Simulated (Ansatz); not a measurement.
System: body-centred tetragonal In. Method: r²SCAN+SOC (plane waves, PAW; Ansatz, a quantum-chemistry and plane-wave program).

Run with plane-wave cutoff 560 eV, 24×24×24 k mesh, Fermi–Dirac smearing 0.05 eV, PAW data made under PBE.

Shape and atoms are relaxed at each volume.

Pressure at four volumes; x = ln(V/26.230 Å³). One pressure is withheld.

```json
[
 {"V (Å³/atom)": "25.181", "x": "-0.0408", "P (GPa)": "?"},
 {"V (Å³/atom)": "25.705", "x": "-0.0202", "P (GPa)": "0.90"},
 {"V (Å³/atom)": "26.230", "x": "0.0000", "P (GPa)": "-0.01"},
 {"V (Å³/atom)": "27.279", "x": "0.0392", "P (GPa)": "-1.51"}
]
```

Question: Pass a parabola P(x) through the three rows shown, estimate the bulk modulus and its pressure derivative near zero pressure, and predict the withheld pressure.

Answer: Slopes between the rows: (-0.01 − (0.90))/(0.0000 − (-0.0202)) = -45.05 and (-1.51 − (-0.01))/(0.0392 − (0.0000)) = -38.27 GPa. Their difference over the span 0.0594 is c = 6.78/0.0594 = 114.1 GPa, so P(x) = 0.90 + (-45.05)(x − (-0.0202)) + 114.1 (x − (-0.0202))(x − (0.0000)). At the middle row B = −dP/dx = −[-45.05 + 114.1 × 0.0202] = 42.7 GPa, and B′ = dB/dP = 2c/B = 5.3. At x = -0.0408 the parabola gives 1.92 GPa; the run gives 1.91 GPa. The Birch–Murnaghan fit to the energies at all volumes has B0 = 42.4 GPa and B′ = 5.2.

Measured, for comparison: bulk modulus 44.7 GPa (copied from a table, unchecked, extrapolated to 0 K and zero-point effects removed; as tabulated in Lejaeghere et al. (2013), arXiv:1204.2733). Computed (rounded) less measured: bulk modulus not scored (unchecked).

Note: the bulk modulus comes from volumes at which shape and atoms were relaxed.
